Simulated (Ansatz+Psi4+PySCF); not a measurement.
Two shapes of doublet HClO(+).

Shape 1:

```xyz
3

O     0.0367    1.1135    0.0000
H    -0.9175    1.3289    0.0000
Cl    0.0367   -0.6022    0.0000
```

Shape 2:

```xyz
3

O     0.0459    1.1127   -0.0039
H    -0.9197    1.3383   -0.0024
Cl    0.0393   -0.5926   -0.0015
```

Basis set: cc-pVTZ on H, O; cc-pV(T+d)Z on Cl (spherical functions). Left uncorrelated: 6 orbitals. Correlation on ROHF uses semicanonical orbitals with singles. Charge 1, multiplicity 2.

Computed with Ansatz (development build ahead of 0.2.0); each method stands on the lowest determinant of its kind that the runs found.

(1) Which shape is lower in energy, and by how much in each method?

## Answers

(1)

| method | E(2) − E(1) (eV) |
| --- | --- |
| ROHF | -0.018 |
| UHF | -0.022 |
| ROHF-CCSD(T) | -0.036 |
| UHF-CCSD(T) | -0.037 |
| UHF-CCSDT | -0.034 |

Shape 2 is lower. Caution for ROHF-CCSD(T), UHF-CCSD(T), UHF-CCSDT: large amplitudes, a single reference is doubtful; a plain start can end on a higher determinant. Caution for ROHF-CCSD(T): another reference gives a lower total.
